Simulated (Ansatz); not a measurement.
## Molecular dynamics of CH$_{4}$O$_{2}$S$_{2}$

The input (input.yaml):

```yaml
crystal:
  periodic: [false, false, false]
  atoms:
    - { symbol: C, position_ang: [-0.498991, 0.202405, -1.258884] }
    - { symbol: S, position_ang: [1.237874, -0.305962, -1.287775] }
    - { symbol: H, position_ang: [-1.186431, -0.621395, -1.501362] }
    - { symbol: H, position_ang: [-0.664368, 0.998527, -1.994709] }
    - { symbol: H, position_ang: [-0.763172, 0.589277, -0.261258] }
    - { symbol: H, position_ang: [1.222069, -0.712827, 0.019405] }
    - { symbol: O, position_ang: [1.042604, -1.064147, 1.786893] }
    - { symbol: S, position_ang: [0.243435, -0.003068, 2.77785] }
    - { symbol: O, position_ang: [-0.63302, 0.91719, 1.71964] }
magnetization:
  spin_polarized: true
basis:
  gaussian: { orbitals: STO-3G }
hamiltonian:
  xc: pbe0
  dispersion: d4
md:
  timestep: 0.5
  n_steps: 57
  ensemble: nvt_langevin
  temperature: 2000.0
  initial_velocities: maxwell_boltzmann
  seed: 25846
  friction: 0.05
```

Run as:

```bash
$ ansatz run input.yaml --threads 1 --pin off --max-ram 2048MiB --backend cpu --events-out ev --progress --plain --runs-dir out
```

It starts from a relaxed structure.

Output, in part (step lines, the closing report, with atoms numbered from 0):

```
md step     0: t =     0.00 fs  T =  1777.8 K  F+E_penalty+E_count = -26542.14454337 eV  E_kin = 2.068160 eV  (138 SCF iters)
[... lines left out ...]
Total energy: -26540.52738887 eV, -975.3463917253 hartree
Atom 0 at    -0.457369     0.025491    -1.170326 Å, force    -5.710389     5.232624    -0.714303 eV/Å
Atom 1 at     1.176919    -0.253226    -1.356416 Å, force     4.616470    -2.562411     3.445126 eV/Å
Atom 2 at    -1.313264    -0.547818    -0.896915 Å, force     0.070356    -2.847167     1.098276 eV/Å
Atom 3 at    -0.938953     0.414488    -2.103750 Å, force     1.148011     0.214066     0.151357 eV/Å
Atom 4 at    -0.574665     0.885865    -0.456786 Å, force    -0.237603    -0.518242    -0.545322 eV/Å
Atom 5 at     1.315242    -0.471630     0.176657 Å, force     0.048657     0.174655    -3.469035 eV/Å
Atom 6 at     1.040667    -1.058968     1.841118 Å, force     1.164171    -1.243409    -2.170330 eV/Å
Atom 7 at     0.192606     0.016544     2.637334 Å, force    -1.909974     2.297742     1.958668 eV/Å
Atom 8 at    -0.779073     0.941599     1.615204 Å, force     0.810300    -0.747858     0.245564 eV/Å
Dipole moment:    -0.147735     0.064373     0.590785 e Å
```

The steps, from the saved trajectory:

```tsv
time (fs)	T (K)	potential energy less start (eV)
0.0	1778	0.000
0.5	1639	0.045
1.0	1290	0.149
1.5	1127	0.282
2.0	921	0.424
2.5	849	0.524
3.0	912	0.581
3.5	926	0.611
4.0	983	0.610
4.5	1010	0.607
5.0	1128	0.613
5.5	1080	0.621
6.0	1045	0.641
6.5	1173	0.682
7.0	1060	0.719
7.5	977	0.755
8.0	976	0.801
8.5	878	0.851
9.0	878	0.902
9.5	927	0.938
10.0	1085	0.961
10.5	887	0.988
11.0	851	1.018
11.5	747	1.045
12.0	682	1.078
12.5	635	1.096
13.0	616	1.075
13.5	659	1.026
14.0	741	0.977
14.5	835	0.947
15.0	678	0.935
15.5	742	0.931
16.0	706	0.922
16.5	684	0.894
17.0	715	0.820
17.5	638	0.691
18.0	893	0.540
18.5	1004	0.404
19.0	1049	0.325
19.5	1380	0.329
20.0	1266	0.413
20.5	1215	0.546
21.0	1310	0.677
21.5	1149	0.779
22.0	1141	0.796
22.5	1484	0.731
23.0	1684	0.639
23.5	1685	0.589
24.0	1555	0.628
24.5	1605	0.748
25.0	1699	0.943
25.5	1589	1.166
26.0	1351	1.331
26.5	1561	1.450
27.0	1471	1.530
27.5	1371	1.565
28.0	1472	1.589
28.5	1565	1.617
```

The run went to its last step. The mean temperature of the second half is 39 % below the set value. A run of 0.029 ps of so small a system gives no equilibrium averages. Limits of this set-up: minimal basis.

The same pairs are bonded in the first frame and the last. Pairs count as bonded within 1.25 times the sum of covalent radii (0.12 Å more for H–H).

Last frame:

```xyz
9
Properties=species:S:1:pos:R:3
C -0.457 0.025 -1.170
S 1.177 -0.253 -1.356
H -1.313 -0.548 -0.897
H -0.939 0.414 -2.104
H -0.575 0.886 -0.457
H 1.315 -0.472 0.177
O 1.041 -1.059 1.841
S 0.193 0.017 2.637
O -0.779 0.942 1.615
```

Run time: 8.5 min on 1 CPU thread of a shared host.
